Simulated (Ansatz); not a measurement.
# CH2: the cost of one run

Program: Ansatz 0.2.0. Level of theory: the levels named in each step. These are calculated values, not measurements.

## Step 1: The structure to begin with

Bond lengths: C1–H2 1.047 Å, C1–H3 1.047 Å. Angles: H2–C1–H3 180.0°.

Structure file:

```xyz
3

C     0.0000    0.0000    0.0000
H     0.0000    0.0000   -1.0470
H     0.0000    0.0000    1.0470
```

## Step 2: A rough first relaxation, PBE-D4/def2-SVP

The input, input.yaml:

```yaml
crystal:
  periodic: [false, false, false]
  atoms:
    - { symbol: C, position_ang: [0.0, 0.0, 0.0] }
    - { symbol: H, position_ang: [0.0, 0.0, -1.04695] }
    - { symbol: H, position_ang: [0.0, 0.0, 1.04695] }
magnetization:
  spin_polarized: true
  initial_magnetization: 1
total_charge: 1
basis:
  gaussian: { orbitals: def2-SVP }
hamiltonian:
  xc: pbe
  dispersion: d4
relax:
  f_tol: 0.03
  max_steps: 200
```

Started as:

```
$ ansatz run input.yaml --threads 1 --pin off --max-ram 2560MiB --backend cpu --events-out ev --progress --plain --runs-dir out
```

What time and memory should one allow on 1 thread of AMD EPYC 7R43 (Zen 3), shared host?

About 1.6 s, with a peak of 0.098 GiB.
